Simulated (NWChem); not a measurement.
## Polarisability of Na2

```
Na
Na 1 3.1094
```
Charge 0, spin multiplicity 1.

All runs are NWChem calculations. The geometry was optimised at PBE/def2-SVP, a minimum by its harmonic frequencies.

Basis set: 6-31G*. Static limit. This basis has no diffuse functions, which lowers polarisabilities.

B3LYP has NWChem's definition, with VWN1-RPA local correlation. The Pople sets run with spherical d functions. The structure started from a generated list of species.

Order these methods by the isotropic polarisability they give, lowest first: HF, LDA (SVWN5), PBE, B3LYP.

B3LYP (233.07 bohr³), LDA (SVWN5) (234.61 bohr³), PBE (242.81 bohr³), HF (266.74 bohr³)
